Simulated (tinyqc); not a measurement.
Ways to converge the cycle: SCF convergence aids in the sto-3g basis, for H2O, spin multiplicity 1. Computed by the program tinyqc with PySCF. 

Geometry (angstrom):
```
atom,x,y,z
O,0.0000,0.0000,0.0000
H,0.0000,0.7380,0.6800
H,0.0000,-0.7260,0.6690
```

lowest restricted solution found by these runs and by PySCF = -74.964423 hartree

RHF with one setting changed at a time; a run stops when the energy changes by less than 1e-09 hartree and the error matrix is below 1e-5. The start is random orbitals. Damping d keeps d of the old density; a shift (hartree) raises the virtual levels; DIIS n extrapolates F over n matrices.

Largest element of the error matrix X^T (FDS - SDF) X:
```
iteration,plain,damping 0.3,damping 0.6,shift 0.4,DIIS 3,DIIS 8
1,1.1e+01,1.1e+01,1.1e+01,1.1e+01,1.1e+01,1.1e+01
2,6.3e-01,3.2e+00,6.4e+00,5.9e-01,6.3e-01,6.3e-01
3,9.6e-02,9.6e-01,3.8e+00,2.3e-01,1.1e-01,1.1e-01
4,2.8e-02,3.0e-01,2.3e+00,1.1e-01,3.0e-02,3.0e-02
5,1.4e-02,9.1e-02,1.4e+00,5.7e-02,6.6e-03,6.3e-03
6,7.2e-03,2.8e-02,8.3e-01,3.7e-02,1.6e-03,1.4e-03
8,1.8e-03,1.1e-02,3.0e-01,1.6e-02,3.8e-05,2.0e-05
10,4.5e-04,4.7e-03,1.1e-01,6.5e-03,5.4e-06,3.5e-07
14,2.8e-05,8.4e-04,1.5e-02,1.1e-03,-,-
20,-,6.4e-05,3.1e-03,8.0e-05,-,-
30,-,-,3.4e-04,-,-,-
45,-,-,1.2e-05,-,-,-
```

How each run ends:
```
run,iterations,E (hartree),state
plain,16,-74.96442,lowest found
damping 0.3,25,-74.96442,lowest found
damping 0.6,47,-74.96442,lowest found
shift 0.4,25,-74.96442,lowest found
DIIS 3,10,-74.96442,lowest found
DIIS 8,10,-74.96442,lowest found
```

6 of 6 runs reach the lowest restricted solution found, in 10 to 47 iterations (fastest: DIIS 3, DIIS 8). Plain steps already contract here, so damping only slows them. DIIS 3 and DIIS 8 gain by cancelling the error over several earlier matrices, much as a quasi-Newton step does.
